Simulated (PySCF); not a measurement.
Compound: 1-buten-3-yne, C₄H₄.
Geometry (PBE0-D3(BJ)/def2-TZVP, Å), atoms numbered from 1 in this order:
```xyz
8
C4H4 angstrom
C      0.7570    0.4360    1.9453
C      0.1408    0.2370    0.9315
C     -0.6158    0.0078   -0.2454
C     -0.0940   -0.3823   -1.4072
H      1.3130    0.6064    2.8366
H     -1.6875    0.1695   -0.1623
H      0.9696   -0.5521   -1.5245
H     -0.7274   -0.5408   -2.2708
```

Level: wB97X-D/pcSseg-2 in PySCF, non-relativistic, on one gas-phase PBE0-D3(BJ)/def2-TZVP geometry that isn't relaxed in the solvent. The solvent is an IEF-PCM continuum (Bondi radii, 1.10 Å for H, scaled by 1.2). Only the electrostatic response of the medium enters.

Gas phase at wB97X-D/pcSseg-2: HOMO -9.00 eV, LUMO 0.74 eV, dipole 0.45 D.

Question: What does the continuum do to the energy, the frontier levels and the dipole at wB97X-D/pcSseg-2 in chloroform?

Answer: 
```csv
solvent,ε,E(solvent) − E(gas) (kcal/mol),polarisation term (kcal/mol),distortion of the solute (kcal/mol),HOMO (eV),LUMO (eV),dipole (D)
chloroform,4.711,-2.41,-2.61,0.20,-9.03,0.76,0.61
```

The polarisation term is half the interaction of the solute with the surface charges that it induces; the rest is the cost of distorting the solute's density. The sum is the electrostatic part of solvation alone.

The run took 10 s on one thread of an Intel Xeon 6975P-C, no GPU (shared host), and the process peaked at 1.0 GiB of memory. This is the whole shielding run at wB97X-D/pcSseg-2 in chloroform, SCF included.

Note: wB97X-D ran without an empirical dispersion term, which enters the total energy and its gradient alone.
